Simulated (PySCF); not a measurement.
chloroform cation (CHCl3), SMILES ClC(Cl)Cl (connectivity only; charge and spin as stated), charge +1, multiplicity 2. The structure is a stationary point at PBE-D3(BJ)/def2-SVP. The spin state was assumed, not searched.

Level of theory: PBE-D3(BJ)/def2-SVP (PySCF).

Harmonic wavenumbers (cm⁻¹): 260, 260, 400, 554, 710, 710, 904, 904, 2639. Rotational constants (GHz): 3.149, 3.149, 1.608; symmetry number 3.

Work out the zero-point energy and the ideal-gas rigid-rotor harmonic-oscillator thermochemistry at 298.15 K and 1 atm.

ZPE = ½ Σ hcν = ½ × 7340 cm⁻¹ = 43.90 kJ/mol. H − E(el) = 58.45 kJ/mol. Entropy in J/(mol K): translation 168.39, rotation 105.52, vibration 23.79, spin 5.76, total 303.46. G − E(el) = -32.02 kJ/mol. Cp = 69.68 J/(mol K).
